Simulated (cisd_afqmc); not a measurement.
Input (AFQMC/CISD/cc-pV(D+d)Z; cisd_afqmc is a phaseless AFQMC code with CISD trial states that reads the integrals written by Ansatz): A basis named .json is the Basis Set Exchange file of that set.

Ansatz 0.2 input:
```python
import cisd_afqmc

open("ham.yaml", "w").write("""\
crystal:
  periodic: [false, false, false]
  atoms:
    - {symbol: C, position_ang: [-0.04018470, 1.15654088, 0.00773656]}
    - {symbol: S, position_ang: [-0.05235919, -0.66642908, -0.00484680]}
    - {symbol: H, position_ang: [1.27920297, -0.84038919, 0.00081397]}
    - {symbol: H, position_ang: [-1.08380254, 1.46636619, 0.00449144]}
    - {symbol: H, position_ang: [0.43713012, 1.54268855, 0.90584820]}
    - {symbol: H, position_ang: [0.44632472, 1.55495443, -0.88002423]}
basis:
  gaussian:
    orbitals: cc-pV_D+d_Z.json
magnetization: {spin_polarized: false}
correlation: {method: ccsd, electrons: outside_noble_gas, hamiltonian_folder: ham}
""")
rep = cisd_afqmc.ansatz("ham.yaml")
e_ccsd = rep["correlation"]["coupled_cluster"]["energy"]["hartree"]
out = cisd_afqmc.run("ham", e_ccsd, trial="CISD", walkers=100, populations=8, threads=8, dt=0.005, steps=40, early=24, settle=10, least=32,
    cut=5e-5, rank_cut=2e-4, target=0.0004, seconds=1500, seed=1, memory=17280, gpu=False)
```

Output:

```
orbitals 51, occupied [7], factors 299 of 534, rank of the doubles 142 of 308
E(HF) = -437.729660
E(CCSD) on the cut factors = -438.053127, shift to the whole factors -0.000018
Energy of the trial state on the determinant = -438.053076
  tau behind 7.2 of longer steps, mean of the populations' last blocks
   2.0  -438.06371
   4.0  -438.06184
   6.0  -438.06312
   8.0  -438.06240
  10.0  -438.06207
blocks 393 (0 outliers left out), error by blocks joined: 1: 0.00020, 2: 0.00025, 4: 0.00033, 8: 0.00037, 16: 0.00040
E(AFQMC/CISD) = -438.06257 +/- 0.00040
```
